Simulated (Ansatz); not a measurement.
A nudged elastic band was laid between two geometries of C2H2F2O (7 atoms, charge 0, multiplicity 1).

These are results of RKS BHLYP-D4/cc-pVDZ (Ansatz), not measurements.

```yaml
movable_images: 7
climbing_image: yes
spring: 5.0 eV/Å²
optimiser: quadratic models (default)
start_path: through a guess of the saddle point
force_threshold: 0.05 eV/Å
iteration_limit: 58
end_points: relaxed
```

Image 0:

```xyz
7
Properties=species:S:1:pos:R:3
F 0.605 -1.507 0.827
C 0.030 -0.310 0.650
O -1.094 -0.310 -0.166
C 0.050 0.307 -0.654
F -0.024 1.641 -0.759
H -0.031 0.259 1.572
H 0.526 -0.149 -1.516
```

Image 8:

```xyz
7
Properties=species:S:1:pos:R:3
F 1.207 -1.594 0.374
C 0.861 -0.396 0.746
O -1.251 0.116 0.121
C 0.023 0.181 -0.375
F 0.418 1.467 -0.585
H -1.251 0.522 0.994
H 0.054 -0.364 -1.321
```

Q: What changes between the two ends?

A: Bonds broken: C2–O3, C2–H6. Bonds formed: O3–H6.

Q: What energy profile does the band end with?

A: The run converged. The highest image is number 4 of 0 to 8, 68.8 kcal/mol above the first end and 20.0 kcal/mol above the last; the last end lies 48.7 kcal/mol above the first. A vibrational analysis at the climbing image gives one clearly imaginary mode, 1635i cm⁻¹: a first-order saddle point. The orbitals stay closed-shell, which can raise the energy where a bond breaks towards radicals; this wasn't checked here.

```
image  path coordinate (Å)  energy (kcal/mol)  C2–O3 (Å)  C2–H6 (Å)  O3–H6 (Å)
    0                 0.00                0.0       1.39       1.09       2.12
    1                 0.31                5.0       1.42       1.07       1.99
    2                 0.63               24.8       1.55       1.07       1.78
    3                 0.94               51.8       1.71       1.13       1.53
    4                 1.25               68.8       1.81       1.31       1.21
    5                 1.54               59.2       1.95       1.62       1.01
    6                 1.83               52.0       2.10       1.95       0.97
    7                 2.11               49.3       2.20       2.18       0.96
    8                 2.40               48.7       2.26       2.32       0.96
```

Q: What is the geometry of the highest image?

A: 
```xyz
7
Properties=species:S:1:pos:R:3
F 0.882 -1.497 0.681
C 0.518 -0.244 0.759
O -1.144 -0.007 0.073
C 0.037 0.293 -0.542
F 0.226 1.605 -0.763
H -0.681 0.070 1.188
H 0.223 -0.287 -1.442
```

Q: What are the harmonic wavenumbers there?

A: 1635i, 263, 368, 461, 588, 788, 1063, 1121, 1193, 1225, 1272, 1332, 1461, 2371, 3262 cm⁻¹.

Time of the run: 2.9 min on 1 thread of Arm Neoverse V1 (shared host), peak memory 0.15 GiB.
